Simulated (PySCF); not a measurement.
Species: neopentyl alcohol, C₅H₁₂O.
Cartesian coordinates in Å at the GFN2-xTB level; atoms count from 1:
```
atom  x, y, z in Å
C1    -0.4779   -0.9346    1.0677
C2     0.1508   -0.0555   -0.0182
C3     0.9024    1.1086    0.6295
C4     1.1120   -0.9003   -0.8559
C5    -0.9484    0.5010   -0.9464
O6    -1.8964    1.3100   -0.2955
H7     0.3009   -1.4190    1.6519
H8    -1.1007   -1.7089    0.6224
H9    -1.0848   -0.3425    1.7504
H10    1.4432    1.6768   -0.1234
H11    0.2017    1.7786    1.1223
H12    1.6147    0.7428    1.3655
H13    1.9207   -1.2776   -0.2343
H14    0.5938   -1.7494   -1.2968
H15    1.5438   -0.3084   -1.6594
H16   -0.4953    1.1431   -1.7057
H17   -1.4481   -0.3357   -1.4586
H18   -2.3411    0.7774    0.3729
```

Vertical excitations from PySCF (density fitting, frozen core in the response, grid level 2 and gas phase unless stated; continuum runs use non-equilibrium linear response for the excitations) on a GFN2-xTB geometry. Reference run:

| settings | S1, eV (f) | S2, eV (f) | S3, eV (f) | S4, eV (f) | S5, eV (f) | S6, eV (f) | T1, eV (Tamm–Dancoff) | mean α (au) |
| --- | --- | --- | --- | --- | --- | --- | --- | --- |
| PBE0/def2-SVPD, full TDDFT, 6 singlets | 6.92 (0.001) | 7.72 (0.031) | 8.24 (0.009) | 8.31 (0.019) | 8.37 (0.014) | 8.67 (0.049) | 6.67 | 67.1 |

Question: What do these settings give: HCTH407/def2-SVPD, energy threshold 1e-07 Eh, start guess atom, full TDDFT, 1 singlet?

Answer: 
```tsv
settings	S1, eV (f)	S2, eV (f)	S3, eV (f)	S4, eV (f)	S5, eV (f)	S6, eV (f)	T1, eV (Tamm–Dancoff)	mean α (au)
HCTH407/def2-SVPD, energy threshold 1e-07 Eh, start guess atom, full TDDFT, 1 singlet	5.83 (0.002)	–	–	–	–	–	5.86	69.5
```

S1 moves by -1.09 eV (HCTH407 has no exact exchange, PBE0 25 % exact exchange). States are counted by energy in each run and needn't keep their character from row to row.

Question: Give the leading configurations of S1 (H = HOMO, L = LUMO) and the HOMO–LUMO gap of each run.

Answer: 
```json
{"settings": "PBE0/def2-SVPD, full TDDFT, 6 singlets", "S1 configurations (weight)": "H→L 0.87, H→L+1 0.10", "S1 (eV)": "6.92", "orbital gap (eV)": "8.23", "S1 − gap (eV)": "-1.31"}
{"settings": "HCTH407/def2-SVPD, energy threshold 1e-07 Eh, start guess atom, full TDDFT, 1 singlet", "S1 configurations (weight)": "H→L 1.00", "S1 (eV)": "5.83", "orbital gap (eV)": "5.79", "S1 − gap (eV)": "+0.04"}
```

One conformer stands for the species.
